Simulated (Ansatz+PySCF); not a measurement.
The numbers below are computed, except where a source is named.
Several solutions for singlet NH₃ in separate pieces

```yaml
atoms:
  - { symbol: N, position_ang: [0.0000, 0.0000, 0.3648] }
  - { symbol: H, position_ang: [2.8075, 0.0000, -0.8511] }
  - { symbol: H, position_ang: [-1.4038, 2.4314, -0.8511] }
  - { symbol: H, position_ang: [-1.4038, -2.4314, -0.8511] }
```

Basis set: 6-31G* (spherical functions). Charge 0, multiplicity 1.

UHF was run from several starts with Ansatz (development build ahead of 0.2.0) and PySCF 2.14.0.

```tsv
run	program	start	converged	energy (hartree)	<S²>
A	Ansatz	stability test followed	yes	-55.81914	2.99
B	PySCF	guess atom, instabilities followed	yes	-55.87997	2.99
C	Ansatz	search for the lowest state	yes	-55.87997	2.99
D	PySCF	guess minao, instabilities followed	yes	-55.87997	2.99
E	PySCF	program defaults	yes	-55.24246	0.00
F	Ansatz	atomic start, no search	yes	-55.81914	2.99
G	PySCF	guess huckel, instabilities followed	yes	-55.87997	2.99
H	PySCF	guess 1e, instabilities followed	yes	-55.87997	2.99
```

Task: Which runs reached the lowest solution of this kind, and what is wrong with the others?

Result: B, C, D, G, H reached the lowest solution found. Converged but too high: A by 1.66 eV, E by 17.35 eV, F by 1.66 eV. Convergence only shows a stationary point, and even a stable one can lie too high; stability tests and further starts are what find lower ones. Caution: the unrestricted determinant is a mixture of spin states.
